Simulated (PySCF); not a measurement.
## How well do the runs reproduce experiment for 1-chloro-1,1-difluoroethane?

**The experiment to reproduce.**

NIST CCCBDB Release 22 (SRD 101), experimental dipoles lists, for the gas: dipole moment (dielectric constant against temperature) 2.14 D.

The results are set against them at the end.

Compound: 1-chloro-1,1-difluoroethane, C2H3ClF2.
SMILES with atom numbers: `[CH3:1][C:2]([F:3])([F:4])[Cl:5]` (hydrogens: H6, H7, H8 on C1)

Geometry (GFN2-xTB, Å), atoms numbered from 1 in this order:
```xyz
8
C2H3ClF2 angstrom
C     -0.8043   -0.1937   -0.0216
C      0.6474    0.2018    0.0801
F      1.1996   -0.2295    1.2302
F      0.7981    1.5400    0.0865
Cl     1.6190   -0.4539   -1.2757
H     -0.8872   -1.2764   -0.0030
H     -1.2212    0.1934   -0.9468
H     -1.3424    0.2279    0.8258
```

The PySCF runs (gas phase, on this GFN2-xTB geometry; no spin–orbit coupling):

```tsv
level	job	basis functions	wall time
PBE0/pcSseg-1	shieldings, charges and field gradients	107	4.9 s
```

Hardware: one thread, x86-64 server, no GPU (shared host).

Results beside the measurements:

**Dipole moment.** Measured: 2.14 D (NIST CCCBDB Release 22 (SRD 101), experimental dipoles).

```csv
level,computed (D),computed − measured (D),% (from the printed values)
PBE0/pcSseg-1,2.33,+0.19,+9
```

The computed dipoles belong to one fixed geometry; measured ones are averaged over vibrations unless marked μe. Magnitudes are compared, not signs.

No measured geometry was used, and the causes of the misses weren't examined.
